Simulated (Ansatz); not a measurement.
The cluster Al3⁺. Total charge 1; triplet. Geometry PBE0-D4/def2-TZVP, that of the neutral doublet; atoms count from 1.

```
atom   x (Å)   y (Å)   z (Å)
 Al1  -0.814  -1.189   0.163
 Al2   0.786   0.500   1.112
 Al3   0.028   0.690  -1.275
```

The structure comes from a short search, and lower isomers may exist.

(1) Estimate the Mulliken populations from the PBE0/def2-TZVP orbitals of Ansatz.

(2) Where does the spin sit?

(3) And the Mayer bond orders between heavy atoms (over 0.3)?

Answers

(1) 
| atom | charge (e) | spin (α − β) |
| --- | --- | --- |
| Al1 | 0.33 | 0.67 |
| Al2 | 0.33 | 0.67 |
| Al3 | 0.33 | 0.67 |
Mulliken values depend strongly on the basis.

(2) Summed by element: Al 2.00, of 2 unpaired in all. Largest on single atoms: Al1 0.67, Al2 0.67, Al3 0.67.

(3) Al1–Al2 0.90 (2.51 Å); Al1–Al3 0.90 (2.51 Å); Al2–Al3 0.90 (2.51 Å).
